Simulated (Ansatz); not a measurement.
BF (`[B]F`), relaxed with RKS PBE0-D4/def2-TZVP in Ansatz 0.2.0 from a PBE-D4/def2-SVP geometry. The force threshold is 0.005 eV/Å; the program also tests the step.

Total charge 0; spin multiplicity 1.

Start:

```xyz
2

B    -0.154   -0.485    0.383
F     0.154    0.485   -0.383
```

```csv
step,energy (eV),largest force (eV/Å),largest move (Å)
1,-3390.0058,0.569,0.000
2,-3390.0085,0.250,0.003
3,-3390.0091,0.008,0.003
4,-3390.0091,0.001,0.000
```

End:

```xyz
2

B    -0.153   -0.481    0.380
F     0.153    0.481   -0.380
```

It took 2 s on 2 threads of an AMD EPYC 7R13 on a shared host, with 0.13 GiB of host memory at the peak.
